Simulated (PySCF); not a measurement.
Compound: H2O.
InChI=1S/H2O/h1H2

Computed, not measured: PBE0-D3(BJ)/def2-SVP geometry optimisation, gas phase (PySCF 2.14.0).

Take the most abundant isotopes and a rigid rotor. 

Question: What are A, B and C (GHz)?

Answer: Ia = 0.64, Ib = 1.15, Ic = 1.79 u·Å²; 505379 MHz·u·Å²/I gives 789547, 440600 and 282791 MHz, that is A = 789.55, B = 440.60, C = 282.79 GHz.

Question: Classify the top.

Answer: An asymmetric top. Ray's parameter κ = (2B − A − C)/(A − C) = -0.377; −1 is the prolate and +1 the oblate limit.

Question: Where do the levels up to J = 2 lie, in MHz?

Answer: Above 0(0,0):
J = 1: 1(0,1) 723391, 1(1,1) 1072338, 1(1,0) 1230147
J = 2: 2(0,2) 2127579, 2(1,2) 2361311, 2(1,1) 2834739, 2(2,1) 3881579, 2(2,0) 3924174
The levels of one J sum to (2J + 1)J(J + 1)(A + B + C)/3.

Question: Which lines would a microwave search look for?

Answer: The dipole components are |μa| = 0.00 D, |μb| = 2.03 D, |μc| = 0.00 D; the symmetry axis of this C2v structure is b, so μa and μc vanish by symmetry and there are no a-type or c-type lines. Some lines, for components of 0.1 D or more:

```csv
type,branch,"J(Ka,Kc)",MHz,lower level (cm⁻¹)
b,Q,"1(1,0) ← 1(0,1)",506756,24.130
b,R,"5(3,2) ← 4(4,1)",947586,470.768
b,Q,"3(1,2) ← 3(0,3)",1065808,138.245
b,R,"3(1,2) ← 2(2,1)",1328717,129.476
b,Q,"5(2,3) ← 5(1,4)",1360393,402.332
b,Q,"2(2,1) ← 2(1,2)",1520268,78.765
b,Q,"4(1,3) ← 4(0,4)",1585498,224.288
b,R,"2(1,2) ← 1(0,1)",1637920,24.130
b,Q,"4(2,3) ← 4(1,4)",2130021,226.209
b,R,"3(1,3) ← 2(0,2)",2143369,70.968
b,Q,"3(3,1) ← 3(2,2)",2163080,201.865
b,R,"5(2,3) ← 4(3,2)",2246265,372.782
b,R,"4(1,3) ← 3(2,2)",2257717,201.865
b,Q,"5(3,3) ← 5(2,4)",2443710,414.770
b,R,"4(1,4) ← 3(0,3)",2637076,138.245
b,R,"5(0,5) ← 4(1,4)",3072279,226.209
b,R,"5(1,4) ← 4(2,3)",3150015,297.259
b,R,"3(2,2) ← 2(1,1)",3217014,94.557
b,Q,"5(5,1) ← 5(4,2)",3764103,594.554
b,R,"3(2,1) ← 2(1,2)",3886301,78.765
b,R,"5(2,4) ← 4(1,3)",4125020,277.174
b,R,"4(3,2) ← 3(2,1)",4928115,208.398
b,R,"5(3,3) ← 4(2,2)",5457764,314.232
b,R,"5(2,3) ← 4(1,4)",6640429,226.209
```

PBE0-D3(BJ)/def2-SVP frequencies: not computed here. Zero-point vibration and centrifugal distortion are left out.
